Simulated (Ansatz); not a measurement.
Geometry optimisation, RKS B3LYP-D4/6-31G* (Ansatz 0.2.0).

Input file:

```yaml
crystal:
  periodic: [false, false, false]
  atoms:
    - { symbol: Al, position_ang: [0.29364, 0.537081, -0.250523] }
    - { symbol: O, position_ang: [-0.408713, -0.266071, 2.514259] }
    - { symbol: H, position_ang: [-1.366053, -0.399468, 2.59825] }
    - { symbol: H, position_ang: [1.573862, -0.357475, -0.525429] }
    - { symbol: H, position_ang: [-1.14195, 0.184333, -0.844686] }
    - { symbol: P, position_ang: [0.453031, 2.492945, 0.94623] }
    - { symbol: H, position_ang: [1.821534, 2.806789, 0.707542] }
    - { symbol: H, position_ang: [-0.070855, 3.417403, 0.000277] }
    - { symbol: H, position_ang: [-0.285697, 0.695863, 2.710679] }
basis:
  gaussian: { orbitals: "6-31G*" }
hamiltonian:
  xc: b3lyp
  dispersion: d4
relax:
  f_tol: 0.03
  max_steps: 50
```

Command:

```bash
$ ansatz run input.yaml --threads 1 --pin off --max-ram 2048MiB --backend cpu --events-out ev --progress --plain --runs-dir out
```

**Question.** Where does it end, and by what steps?

**Answer.** It converged. After 11 steps the energy has fallen by 0.600 eV; H3 moved furthest, 0.53 Å. Joined: Al1–O2 (2.96 → 2.05 Å).

| step | energy less start (eV) | largest force component (eV/Å) | accepted |
| --- | --- | --- | --- |
| 0 | 0.0000 | 0.784 | yes |
| 1 | -0.1267 | 1.221 | yes |
| 2 | -0.3809 | 1.167 | yes |
| 3 | -0.5327 | 1.028 | yes |
| 4 | -0.5785 | 0.581 | yes |
| 5 | -0.5938 | 0.258 | yes |
| 6 | -0.5952 | 0.068 | yes |
| 7 | -0.5979 | 0.038 | yes |
| 8 | -0.5993 | 0.030 | yes |
| 9 | -0.5995 | 0.140 | yes |
| 10 | -0.6000 | 0.044 | yes |
| 11 | -0.6002 | 0.014 | yes |

```xyz
9
Properties=species:S:1:pos:R:3
Al 0.209 0.461 0.199
O -0.361 -0.185 2.058
H -1.289 -0.473 2.078
H 1.472 -0.448 -0.123
H -1.197 0.203 -0.518
P 0.600 2.663 1.012
H 1.870 2.921 0.428
H -0.152 3.397 0.055
H -0.283 0.573 2.668
```

Whether the end is a true minimum wasn't checked by a vibrational analysis.

The run took 32 s on 1 thread of Arm Neoverse V2, with other jobs on the host, peak memory 0.13 GiB.
